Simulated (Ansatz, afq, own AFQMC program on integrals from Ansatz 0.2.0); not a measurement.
GeNH₄, quartet: AFQMC among the cluster methods

```tsv
atom	x (Å)	y (Å)	z (Å)
Ge	-0.4611	0.0000	0.0000
H	-0.9726	1.4466	0.0000
H	-0.9726	-0.7233	1.2528
H	-0.9726	-0.7233	-1.2528
H	1.2989	0.0000	0.0000
N	2.5079	0.0000	0.0000
```

Connectivity, by distances: GeH3 ··· N, 1 bridging H.

Basis cc-pVTZ. Noble-gas cores (and the filled d shells of Ga–Kr and In–Xe) are frozen. Ansatz 0.2.0 and our own AFQMC program on the same integrals; the CISD trial comes from CCSD amplitudes, and released means the phaseless constraint is let go. Error bars are statistical, one sigma. No spin–orbit coupling.

Determinant: UHF, the one that the program's search chose, which needn't be the lowest solution. The geometry is a point of a scan.

No full CI on the walks' own integrals is used here. The released AFQMC energy serves as the reference, which it does only where one determinant dominates, the energy is flat over the last release times and near the phaseless one (40 meV or 2 meV an electron, half that with transition metals). On small molecules, where full CI could be run and the noise was under 10 meV, such values lay within 10 meV of it in 19 cases of 20, a flattering rate, since the rule was set on those same cases; what remains of the bias isn't in the error bar.

Cautions: no relativity below Rb; no spin-orbit coupling; inner d shell frozen; lower spins were not checked; the released value is read at 1.62 1/Eh, later times being too noisy (meV from the phaseless value at times in 1/Eh: -7 ± 6 at 0.24, -13 ± 6 at 0.51, -16 ± 7 at 0.99, -17 ± 8 at 1.62, -36 ± 13 at 2.40).

The T1 diagnostic is 0.0165 and the weight of the determinant in the CISD state is 0.871. The ⟨S²⟩ of the determinant is 3.797 and the size of the correlated space is 13 electrons in 114 orbitals.

```json
{"level": "MP2", "correlation energy (eV)": "-7.0183"}
{"level": "CCSD", "correlation energy (eV)": "-8.2494"}
{"level": "CCSD(T)", "correlation energy (eV)": "-8.4900"}
```

Problem. Estimate where phaseless AFQMC with a CISD trial lies against CCSD(T) on the same integrals.

Solution. 2.4 ± 0.5 kJ/mol below CCSD(T).

Reference: AFQMC with the constraint released, correlation energy -8.532 ± 0.008 eV.

```tsv
level	E − E(reference) (kJ/mol)	share of correlation (%)
CCSD(T)	4.1 ± 0.7	99.51
ph-AFQMC/CISD	1.6 ± 0.9	99.80
```

A walk keeps the symmetry of its determinant, which the program's search chose and which needn't be the lowest solution, so a lower state of the same spin and another symmetry isn't excluded. Released energies are given only where the last usable release times agree within the noise; a slower fall can still hide under it.
